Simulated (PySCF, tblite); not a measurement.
**C₂H₃Br, a complex of two parts: NMR shifts, interaction energy, infrared bands, spin-spin couplings, core binding energies and electronic excitations**

An exercise on one series of results from a longer session: the logs are not shown, and one member is left open.

Programs: tblite 0.8.0 and PySCF 2.14.0. All values are calculated, for the isolated system unless a continuum is named. Atoms count from 0, parts from 1.

## The system as given

6 atoms, charge 0, multiplicity 1; geometry: rigid parts in contact. Parts: 1 = atoms 0–3, `C#C`, charge 0; 2 = atoms 4–5, `Br`, charge 0.

Set-up of the first run:

What the job is given:

```
{"job": {"kind": "dock", "xc": "GFN2-xTB", "basis": "xTB"}, "charge": 0, "multiplicity": 1, "parts": [{"atoms": "0-3", "charge": 0, "multiplicity": 1}, {"atoms": "4-5", "charge": 0, "multiplicity": 1}]}
C     -0.555309    -0.029377     0.216881
C      0.555312     0.029467    -0.216860
H     -1.532009    -0.081212     0.598011
H      1.532005     0.081121    -0.598032
Br     0.256910     3.615121     0.785308
H      0.507584     2.527674    -0.062603
```

With the program's defaults for keys left out, this is: GFN2-xTB search for minima from random contacts, gas phase.

Started as:

```
OMP_NUM_THREADS=1 python cluster_run.py task.json out
```

One launch serves the whole session: the jobs run in the order shown.

Steps of the session up to this table: Search for minima with GFN2-xTB; Relaxing the molecule at PBE0-D3(BJ)/def2-TZVPD; Nuclear shieldings: PBE0/pcSseg-2; Coupled-cluster interaction energy: CCSD(T) and MP2.

One of the session's tables, all rows but one given; the rest of the session is left out.

It belongs to the step «Coupled-cluster interaction energy: CCSD(T) and MP2». 

| method | interaction energy (kcal/mol) |
| --- | --- |
| HF/aug-cc-pVDZ | -0.06 |
| MP2/aug-cc-pVDZ | -2.23 |
| CCSD/aug-cc-pVDZ | -1.32 |
| CCSD(T)/aug-cc-pVDZ | -1.62 |
| HF/aug-cc-pVQZ | -0.06 |
| MP2/aug-cc-pVQZ | -3.10 |
| SCS-MP2/aug-cc-pVQZ | -2.26 |
| MP2, extrapolated | -3.25 |
| CCSD(T), limit estimate | ? |

Estimate the missing values for CCSD(T), limit estimate.

**Answer.** interaction energy (kcal/mol): -2.64. In the column «interaction energy (kcal/mol)» it lies between MP2/aug-cc-pVQZ (-3.10) and SCS-MP2/aug-cc-pVQZ (-2.26).
